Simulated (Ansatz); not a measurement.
Reactions of `CN1C=NC1`.

Computed with Ansatz on PBE0-D4/def2-TZVP structures; ΔE is electronic, products minus reactants. CBS: MP2 limit from def2 TZ/QZ plus the TZ coupled-cluster correction, frozen cores. This one scheme is used for every species, atoms too. Open shells (•) are unrestricted, without spin–orbit coupling. Spin–orbit coupling would lower the free atoms: a little for C. One conformer a species, not always the lowest.

| reaction | CCSD(T)/CBS(def2) (kJ/mol) |
| --- | --- |
| `CN1C=NC1` → `NC1=NCC1` | ? |
| `CN1C=NC1` → `CNC1C=N1` | 50 |
| `CN1C=NC1` → `C#CNCN` | 36 |
| `CN1C=NC1` → `C=NC(C)=N` | -89 |
| `CN1C=NC1` → 3 C• + 6 H• + 2 N• | 4346 |

Fill in the missing values. (An estimate is asked.)

The calculation gave: `CN1C=NC1` → `NC1=NCC1`: -81.1 kJ/mol.

Largest T1 diagnostic: 0.013, for `C=NC(C)=N`.
